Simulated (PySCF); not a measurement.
Molecule: SMILES C=CCC=C, C5H8.

Cartesian coordinates in Å; atom numbers follow the order of the lines, from 1:
```xyz
13

C     2.3127    0.1624    0.4895
C     1.1711    0.4483   -0.1371
C     0.0638   -0.5286   -0.4086
C    -1.2034   -0.1557    0.3050
C    -2.3537    0.1658   -0.2876
H     2.5301   -0.8494    0.8481
H     3.0753    0.9258    0.6646
H     0.9877    1.4762   -0.4746
H    -0.1338   -0.5761   -1.4936
H     0.3860   -1.5363   -0.0929
H    -1.1408   -0.1363    1.4004
H    -2.4552    0.1659   -1.3782
H    -3.2390    0.4376    0.2931
```

Geometry PBE0-D3(BJ)/def2-SVP throughout; GIAO in PySCF, gas phase, one conformer, non-relativistic; equivalent atoms averaged; functional PBE0.

(1) How do the shifts δ (against TMS at the same level) depend on the basis set? (ppm; last column core-seconds on shared hosts with different chips, so compare them loosely)

(2) Which nucleus moves most, in ppm?

(3) Taking the largest basis, pcSseg-2 (292 functions), as the yardstick, rank the others by their worst heavy-atom deviation.

Results:

(1) 
```tsv
basis set	functions	C2/C4	C1/C5	C3	H7/H13	H8/H11	H6/H12	H9/H10	core-s
STO-3G	33	112.6	106.0	36.5	5.28	5.26	5.13	2.35	2.2
6-31G	61	134.8	115.7	42.7	5.43	6.21	5.58	2.99	4.2
pcSseg-0	61	148.9	131.0	46.1	5.43	5.81	5.67	2.92	3.4
6-31G*	86	131.5	113.0	41.3	5.06	5.87	5.19	2.82	5.6
def2-SVP	110	137.3	116.2	41.4	5.01	5.69	5.18	2.67	7.1
cc-pVDZ	110	138.6	116.7	44.1	5.13	5.79	5.29	2.74	7.2
pcSseg-1	125	147.0	123.5	45.1	5.27	5.84	5.38	2.76	13
6-311+G(2d,p)	183	145.7	120.2	44.3	5.22	5.97	5.33	2.88	15
aug-cc-pVDZ	187	140.3	115.3	44.1	5.35	6.05	5.43	2.94	15
def2-TZVP	203	147.1	121.3	45.3	5.23	5.98	5.34	2.90	18
IGLO-III	255	150.8	124.3	46.2	5.24	5.97	5.33	2.92	23
cc-pVTZ	262	145.4	120.8	45.0	5.23	5.94	5.33	2.89	24
pcSseg-2	292	152.0	125.5	46.7	5.28	5.98	5.37	2.91	40
```

(2) C2/C4 (alkene CH): from 112.6 ppm with STO-3G to 152.0 ppm with pcSseg-2. The smallest spread is 0.42 ppm, at H7/H13. Proton shifts span only some 12 ppm, so a few tenths of a ppm matter as much there as several ppm in carbon.

(3) IGLO-III 1.2 ppm (255 functions), def2-TZVP 5.0 ppm (203 functions), pcSseg-1 5.1 ppm (125 functions), pcSseg-0 5.5 ppm (61 functions), 6-311+G(2d,p) 6.4 ppm (183 functions), cc-pVTZ 6.6 ppm (262 functions), aug-cc-pVDZ 11.7 ppm (187 functions), cc-pVDZ 13.4 ppm (110 functions), def2-SVP 14.7 ppm (110 functions), 6-31G 17.2 ppm (61 functions), 6-31G* 20.5 ppm (86 functions), STO-3G 39.5 ppm (33 functions).

A small basis that lands close on one nucleus may do so by chance; judge by the trend and by all nuclei.
